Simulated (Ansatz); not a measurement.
For Ga2O3 (C2/m, No. 12), PBE-D4 in Ansatz (PAW) gives:

| Property | Result |
|---|---|
| volume per atom | 10.67 Å³/atom |
| formation enthalpy | -1.938 eV/atom |

**Question.** What does r²SCAN (Ansatz, a program for electronic structure, PAW) give for the same quantities?

**Answer.** 
- equilibrium volume per atom: 10.50 Å³/atom (falls by 1.6 %)
- formation enthalpy: -2.087 eV/atom (moves by -0.149 eV/atom)

Changes are worked out from the printed values.

Unless a cell is named, each level is at its own relaxed cell (PBE-D4 10.67, r²SCAN 10.50 Å³/atom).

Caveats: the relaxation could not lower the start's symmetry, so the cell can be a saddle point above a distorted one (PBE-D4, r²SCAN). Ansatz's density-functional and Hartree–Fock values are scalar-relativistic unless marked +SOC, with PAW data made under PBE.
